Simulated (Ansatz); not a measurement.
C2H4N2O (`N=C1OC1N`) at its PBE0-D4/def2-TZVP geometry, where that method's forces vanish. Total charge 0; spin multiplicity 1.

| atom | x (Å) | y (Å) | z (Å) |
| --- | --- | --- | --- |
| N1 | -0.734 | 1.923 | -0.115 |
| C2 | -0.182 | 0.839 | -0.406 |
| O3 | -0.076 | -0.046 | -1.380 |
| C4 | 0.630 | -0.248 | 0.056 |
| N5 | 0.181 | -1.206 | 0.908 |
| H6 | -1.285 | 2.269 | -0.900 |
| H7 | 1.701 | -0.213 | -0.104 |
| H8 | 0.566 | -2.131 | 0.806 |
| H9 | -0.800 | -1.189 | 1.135 |

Task: For each bond, give half the difference of the two atoms' forces along it (eV/Å; positive pushes the atoms apart) under PBE-D4, r2SCAN-D4, B3LYP-D4, ωB97M-V in def2-TZVPP. (Best estimate.)

Result: Ansatz gave: 
| bond | length (Å) | PBE-D4 | r2SCAN-D4 | B3LYP-D4 | ωB97M-V |
| --- | --- | --- | --- | --- | --- |
| N1–C2 | 1.251 | 0.44 | 0.20 | 0.04 | -0.06 |
| N1–H6 | 1.020 | 0.19 | -0.01 | -0.04 | -0.06 |
| C2–O3 | 1.320 | 0.64 | 0.34 | 0.32 | 0.16 |
| C2–C4 | 1.433 | 0.08 | 0.05 | 0.10 | 0.07 |
| O3–C4 | 1.613 | 0.79 | 0.54 | 0.47 | 0.01 |
| C4–N5 | 1.359 | -0.03 | 0.05 | 0.12 | 0.29 |
| C4–H7 | 1.083 | -0.01 | -0.13 | -0.21 | -0.21 |
| N5–H8 | 1.007 | 0.18 | -0.01 | -0.04 | -0.10 |
| N5–H9 | 1.007 | 0.20 | -0.01 | -0.04 | -0.10 |

B3LYP here is the variant with VWN-RPA as its local correlation; programs differ in this.
